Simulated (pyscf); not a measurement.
9 silicon, germanium or tin steps of one kind (four-centre exchange, closed-shell): reaction energy in eV, from the separated reactants or the lowest minimum found. PySCF, gas phase, ωB97X-D3(BJ)/def2-SVP geometries. Functionals in def2-TZVP; the last column is ωB97M-D3(BJ)/def2-TZVP. Rows were drawn at random from the steps of this kind and element class whose saddle was verified and whose references are stable.

| step | PBE | M06-2X | PBE0-D3(BJ) | ωB97M-D3(BJ) |
|---|---|---|---|---|
| `[NH2][SiH3]` + `[SiH3][Cl]` → `[NH2][SiH2][Cl]` + `[SiH4]` | -0.26 | -0.24 | -0.26 | -0.26 |
| `[F][GeH]([F])[F]` + `[FH]` -> `[F][Ge]([F])([F])[F]` + `[H][H]` | -0.28 | -0.49 | -0.24 | -0.28 |
| `[SH2]` + `[GeH4]` → `[SH][GeH3]` + `[H][H]` | -0.24 | -0.36 | -0.25 | -0.19 |
| `[CH3][SnH2][NH2]` + `[H][H]` → `[CH3][SnH3]` + `[NH3]` | -0.31 | -0.11 | -0.33 | -0.33 |
| `[F][SiH]([F])[F]` + `[FH]` → `[F][Si]([F])([F])[F]` + `[H][H]` | -1.24 | -1.41 | -1.24 | -1.30 |
| `[NH2][GeH2][Cl]` + `[H][H]` → `[Cl][GeH3]` + `[NH3]` | -0.05 | +0.14 | -0.05 | -0.05 |
| `[SiH3][SiH3]` + `[FH]` -> `[F][SiH2][SiH3]` + `[H][H]` | -1.00 | -1.14 | -0.96 | -1.04 |
| `[CH2]=[CH][SiH3]` + `[H][H]` → `[SiH4]` + `[CH2]=[CH2]` | -0.23 | -0.19 | -0.22 | -0.24 |
| `[OH][As]([OH])[SiH3]` + `[H][H]` → `[OH][AsH][OH]` + `[SiH4]` | -0.06 | -0.11 | -0.08 | -0.18 |

Differences from the last column (eV): PBE: mean +0.02, median +0.01, mean size 0.04, lower in 3 of 9; M06-2X: mean 0.00, median +0.01, mean size 0.13, lower in 4 of 9; PBE0-D3(BJ): mean +0.03, median +0.02, mean size 0.04, lower in 2 of 9. PBE is closest for row 2 (0.00 eV apart) and farthest for row 9 (0.12 eV). PBE, r²SCAN and M06-2X carry no added dispersion term. The last column is a level with limits of its own. Elements up to Kr have no core potential and no relativistic terms here. Elements past Kr carry the def2 core potentials, without spin-orbit coupling.
